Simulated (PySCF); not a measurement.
# AlHF (SMILES [F][AlH]): USVWN5/STO-3G

What is the vertical ionisation energy of AlHF at USVWN5/STO-3G? The job is set up through a Python script.

The results are computed with PySCF 2.14.0.

9 further runs of the same task are left out: 9 set aside as unsound or not needed.

### 1 The molecule

AlHF: 3 atoms, total charge 0, spin state doublet. As SMILES, `[F][AlH]`. Geometry: relaxed at PBE0-D4/def2-TZVP.

Bond lengths: F1–Al2 1.656 Å, Al2–H3 1.607 Å. Angles: F1–Al2–H3 115.5°.

### 2 A single-point energy at USVWN5/STO-3G

Input file calc.py:

```python
from pyscf import gto, dft

system = gto.M(
    atom='''
F      1.714171     1.687903     1.106624
Al    -0.817307     0.600933    -0.377000
H     -0.917273    -2.411480    -0.754568
''',
    verbose=4,
    basis='sto-3g',
    spin=1,
    unit='bohr',
    max_memory=1860,
)

calc0 = dft.UKS(system)
calc0.xc = 'svwn'
calc0.grids.level = 5
calc0.conv_tol = 1e-10
calc0.kernel()
if not calc0.converged:
    calc0 = calc0.newton().run(calc0.mo_coeff, calc0.mo_occ)

e_final = calc0.e_tot
print('E = %.10f Eh' % e_final)
```

The run is started by

```sh
$ OMP_NUM_THREADS=1 python calc.py
```

The program printed:

```text
PySCF version 2.14.0

[INPUT] num. atoms = 3
[INPUT] num. electrons = 23
[INPUT] charge = 0
[INPUT] spin (= nelec alpha-beta = 2S) = 1
[INPUT] symmetry False subgroup None
[INPUT] Mole.unit = bohr
[INPUT] Symbol           X                Y                Z      unit          X                Y                Z       unit  Magmom
[INPUT]  1 F      0.907100228820   0.893199801844   0.585600201857 AA    1.714171000000   1.687903000000   1.106624000000 Bohr   0.0
[INPUT]  2 Al    -0.432500238725   0.318000048890  -0.199499808517 AA   -0.817307000000   0.600933000000  -0.377000000000 Bohr   0.0
[INPUT]  3 H     -0.485399967792  -1.276100260589  -0.399300189689 AA   -0.917273000000  -2.411480000000  -0.754568000000 Bohr   0.0

nuclear repulsion = 43.3969386997183
number of shells = 9
number of NR pGTOs = 45
number of NR cGTOs = 15
basis = sto-3g
ecp = {}

******** <class 'pyscf.dft.uks.UKS'> ********
method = UKS
initial guess = minao
damping factor = 0
level_shift factor = 0
DIIS = <class 'pyscf.scf.diis.CDIIS'>
diis_start_cycle = 1
diis_space = 8
diis_damp = 0
SCF conv_tol = 1e-10
SCF conv_tol_grad = None
SCF max_cycles = 50
direct_scf = True
direct_scf_tol = 1e-13
number electrons alpha = 12  beta = 11
XC library pyscf.dft.libxc version 7.0.0
    S. Lehtola, C. Steigemann, M. J.T. Oliveira, and M. A.L. Marques.,  SoftwareX 7, 1–5 (2018)
XC functionals = svwn
    P. A. M. Dirac.,  Math. Proc. Cambridge Philos. Soc. 26, 376 (1930)
    F. Bloch.,  Z. Phys. 57, 545 (1929)
    S. H. Vosko, L. Wilk, and M. Nusair.,  Can. J. Phys. 58, 1200 (1980)
radial grids:
    Treutler-Ahlrichs [JCP 102, 346 (1995); DOI:10.1063/1.469408] (M4) radial grids

becke partition: Becke, JCP 88, 2547 (1988); DOI:10.1063/1.454033
pruning grids: <function nwchem_prune>
grids dens level: 5
symmetrized grids: False
atomic radii adjust function: <function treutler_atomic_radii_adjust>
small_rho_cutoff = 0
Set gradient conv threshold to 1e-05
tot grids = 110472
init E= -336.516232129405
[... the frontier-level lines of each cycle are left out ...]

cycle= 1 E= -336.586567935354  delta_E= -0.0703  |g|= 0.321  |ddm|= 1.49
cycle= 2 E= -333.762811089401  delta_E= 2.82  |g|= 2.18  |ddm|= 2.61
cycle= 3 E= -336.665945442357  delta_E= -2.9  |g|= 0.21  |ddm|=    2
cycle= 4 E= -336.693392695479  delta_E= -0.0274  |g|= 0.0636  |ddm|= 0.249
cycle= 5 E= -336.696355795076  delta_E= -0.00296  |g|= 0.0175  |ddm|= 0.0883
cycle= 6 E= -336.696609724664  delta_E= -0.000254  |g|= 0.0013  |ddm|= 0.032
cycle= 7 E= -336.696611222753  delta_E= -1.5e-06  |g|= 4.88e-05  |ddm|= 0.00237
cycle= 8 E= -336.696611226237  delta_E= -3.48e-09  |g|= 7.16e-06  |ddm|= 0.000151
cycle= 9 E= -336.696611226323  delta_E= -8.62e-11  |g|= 1.53e-06  |ddm|= 2.7e-05
Extra cycle  E= -336.696611226323  delta_E= 5.68e-14  |g|= 1.81e-06  |ddm|= 8.6e-06
converged SCF energy = -336.696611226323  <S^2> = 0.7513957  2S+1 = 2.0013952
E = -336.6966112263 Eh
```

It took 2.5 s on 1 thread of Arm Neoverse N1, shared host; peak memory 0.13 GiB.

### 3 The singlet cation

Input file run.py:

```python
from pyscf import gto, dft

mol = gto.M(
    atom=[
    ('F', (0.907100, 0.893200, 0.585600)),
    ('Al', (-0.432500, 0.318000, -0.199500)),
    ('H', (-0.485400, -1.276100, -0.399300)),
],
    max_memory=1860,
    basis='sto-3g',
    charge=1,
    verbose=4,
)

myscf = dft.RKS(mol)
myscf.xc = 'svwn'
myscf.grids.level = 5
myscf.conv_tol = 1e-10
myscf.kernel()
if not myscf.converged:
    myscf = myscf.newton().run(myscf.mo_coeff, myscf.mo_occ)

e_final = myscf.e_tot
print('E = %.10f Eh' % e_final)
```

The run is started by

```sh
$ OMP_NUM_THREADS=1 python run.py
```

The program printed:

```text
PySCF version 2.14.0

[INPUT] num. atoms = 3
[INPUT] num. electrons = 22
[INPUT] charge = 1
[INPUT] spin (= nelec alpha-beta = 2S) = 0
[INPUT] symmetry False subgroup None
[INPUT] Mole.unit = angstrom
[INPUT] Symbol           X                Y                Z      unit          X                Y                Z       unit  Magmom
[INPUT]  1 F      0.907100000000   0.893200000000   0.585600000000 AA    1.714170567593   1.687903374462   1.106623618545 Bohr   0.0
[INPUT]  2 Al    -0.432500000000   0.318000000000  -0.199500000000 AA   -0.817306548874   0.600932907612  -0.377000361851 Bohr   0.0
[INPUT]  3 H     -0.485400000000  -1.276100000000  -0.399300000000 AA   -0.917273060864  -2.411479507557  -0.754567641539 Bohr   0.0

nuclear repulsion = 43.3969465141513
number of shells = 9
number of NR pGTOs = 45
number of NR cGTOs = 15
basis = sto-3g
ecp = {}

******** <class 'pyscf.dft.rks.RKS'> ********
method = RKS
initial guess = minao
damping factor = 0
level_shift factor = 0
DIIS = <class 'pyscf.scf.diis.CDIIS'>
diis_start_cycle = 1
diis_space = 8
diis_damp = 0
SCF conv_tol = 1e-10
SCF conv_tol_grad = None
SCF max_cycles = 50
direct_scf = True
direct_scf_tol = 1e-13
XC library pyscf.dft.libxc version 7.0.0
    S. Lehtola, C. Steigemann, M. J.T. Oliveira, and M. A.L. Marques.,  SoftwareX 7, 1–5 (2018)
XC functionals = svwn
    P. A. M. Dirac.,  Math. Proc. Cambridge Philos. Soc. 26, 376 (1930)
    F. Bloch.,  Z. Phys. 57, 545 (1929)
    S. H. Vosko, L. Wilk, and M. Nusair.,  Can. J. Phys. 58, 1200 (1980)
radial grids:
    Treutler-Ahlrichs [JCP 102, 346 (1995); DOI:10.1063/1.469408] (M4) radial grids

becke partition: Becke, JCP 88, 2547 (1988); DOI:10.1063/1.454033
pruning grids: <function nwchem_prune>
grids dens level: 5
symmetrized grids: False
atomic radii adjust function: <function treutler_atomic_radii_adjust>
small_rho_cutoff = 0
Set gradient conv threshold to 1e-05
Initial guess from minao.
tot grids = 110472
init E= -336.51623239495
  HOMO = -0.345049548809956  LUMO = -0.11131718617717  gap/eV = 6.36018
cycle= 1 E= -336.362388053475  delta_E= 0.154  |g|= 0.585  |ddm|= 2.12
  HOMO = -0.279080003289951  LUMO = -0.142530512276115  gap/eV = 3.71570
cycle= 2 E= -330.748968444052  delta_E= 5.61  |g|= 3.63  |ddm|= 4.56
  HOMO = -0.4463990353937  LUMO = -0.319083146570426  gap/eV = 3.46444
cycle= 3 E= -336.506302866367  delta_E= -5.76  |g|= 0.276  |ddm|= 3.76
  HOMO = -0.425790491060796  LUMO = -0.317351508559605  gap/eV = 2.95078
cycle= 4 E= -336.52239966634  delta_E= -0.0161  |g|= 0.202  |ddm|= 0.645
  HOMO = -0.438023899816115  LUMO = -0.32366308474043  gap/eV = 3.11192
cycle= 5 E= -336.533885066615  delta_E= -0.0115  |g|= 0.124  |ddm|= 0.205
  HOMO = -0.453915748968964  LUMO = -0.327316285408898  gap/eV = 3.44495
cycle= 6 E= -336.53929393644  delta_E= -0.00541  |g|= 0.00524  |ddm|= 0.166
  HOMO = -0.452488818519258  LUMO = -0.326118611244265  gap/eV = 3.43871
cycle= 7 E= -336.53930971378  delta_E= -1.58e-05  |g|= 0.000313  |ddm|= 0.0135
  HOMO = -0.452388935138913  LUMO = -0.326068343254355  gap/eV = 3.43736
cycle= 8 E= -336.539309736291  delta_E= -2.25e-08  |g|= 0.000224  |ddm|= 0.000795
  HOMO = -0.452418013665606  LUMO = -0.326065446494785  gap/eV = 3.43823
cycle= 9 E= -336.539309756085  delta_E= -1.98e-08  |g|= 4.08e-05  |ddm|= 0.000389
  HOMO = -0.45241300673134  LUMO = -0.326065140905968  gap/eV = 3.43810
cycle= 10 E= -336.539309756741  delta_E= -6.57e-10  |g|= 5.16e-07  |ddm|= 6.28e-05
  HOMO = -0.452413015566067  LUMO = -0.326065134164405  gap/eV = 3.43810
cycle= 11 E= -336.539309756741  delta_E= 3.41e-13  |g|= 1.31e-07  |ddm|= 1.48e-06
  HOMO = -0.452413093132034  LUMO = -0.326065139631272  gap/eV = 3.43810
Extra cycle  E= -336.539309756741  delta_E= -1.14e-13  |g|= 5.1e-07  |ddm|= 9.09e-07
converged SCF energy = -336.539309756741
E = -336.5393097567 Eh
```

Run time: 2.2 s. Hardware: 1 thread of Arm Neoverse N1, shared host; peak memory 0.13 GiB.

### 4 Results

Level: USVWN5/STO-3G.

| quantity | value |
| --- | --- |
| doublet AlHF: total energy | -336.69661 Eh |
| doublet AlHF: dipole moment | 1.05 D |
| doublet AlHF: HOMO energy (highest over α and β) | 0.46 eV |
| doublet AlHF: LUMO energy (lowest over α and β) | 1.79 eV |
| doublet AlHF: ⟨S²⟩ | 0.751 |
| singlet cation: total energy | -336.53931 Eh |
| singlet cation: HOMO energy | -12.31 eV |
| singlet cation: LUMO energy | -8.87 eV |
| singlet cation: HOMO–LUMO gap | 3.44 eV |
| vertical ionisation energy (to the singlet cation) | 4.280 eV |

In words: Removing an electron at fixed nuclei costs 4.28 eV (99 kcal/mol). Only the singlet of the ionised species was computed; a triplet could lie lower. In a minimal basis such a difference can be off by several eV, whatever the method. Mulliken charges (singlet cation) run from -0.04 on F1 to +1.02 on Al2.
